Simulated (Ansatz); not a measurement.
AlF2H, SMILES `[F][AlH][F]`, relaxed with RKS PBE0-D4/def2-TZVP in Ansatz from a PBE-D4/def2-SVP geometry. The force threshold is 0.005 eV/Å; the program also tests the step.

Charge 0, multiplicity 1.

Start:

```xyz
4

F    -0.895   -0.247   -1.363
Al    0.037    0.010   -0.003
F    -0.691   -0.200    1.484
H     1.548    0.437   -0.118
```

```
step  energy (eV)  largest force (eV/Å)  largest move (Å)
   1  -12045.2201                 0.692             0.000
   2  -12045.2396                 0.412             0.014
   3  -12045.2489                 0.027             0.016
   4  -12045.2489                 0.010             0.001
   5  -12045.2489                 0.000             0.002
```

End:

```xyz
4

F    -0.880   -0.243   -1.341
Al    0.031    0.009   -0.002
F    -0.679   -0.197    1.460
H     1.528    0.431   -0.117
```

Run time 9.5 s (2 threads of a server CPU on a shared host); peak host memory 0.42 GiB.
